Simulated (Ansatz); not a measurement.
A made-up structure of LiAlHCl, singlet:

```
4
angstrom
Li 0.0909 0.1891 -0.1249
Al -2.4926 0.0002 0.2655
Cl 1.3736 -1.4990 0.7667
H 1.0910 1.1945 -0.8439
```

It is relaxed with PBE-D4/def2-SVP and then PBE0-D4/def2-TZVP (Ansatz 0.2.0). Atoms count as bonded within 1.22 times the sum of their covalent radii (H–H: 0.88 Å). The end point is not checked to be a true minimum.

(1) Does its bonding change? (A judgement: the text doesn't fix the answer.)

## Answers

(1) By the calculation: Yes. Formed: Al2–Cl3, Al2–H4; broken: none.

Where it ends: The first stage lowers the energy by 4.28 eV in 12 steps. It ends as LiAlHCl ([H]1[Li][Cl][Al]1):
Li1  (1.316, 0.177, -0.248)
Al2  (-1.468, 0.076, 0.110)
Cl3  (0.318, -1.401, 0.819)
H4  (-0.103, 1.033, -0.618)
(Å)

Labels in which every atom is bracketed show which atoms are joined, not bond orders.

For scale, one of the runs: PBE0-D4/def2-TZVP relaxation, 94 basis functions, launched by `ansatz run in.yaml --threads 2 --pin off --events-out ev --progress --plain --max-ram 4352MiB`. The run took about 6 s on 2 CPU threads of an Arm Neoverse V2 (shared host).
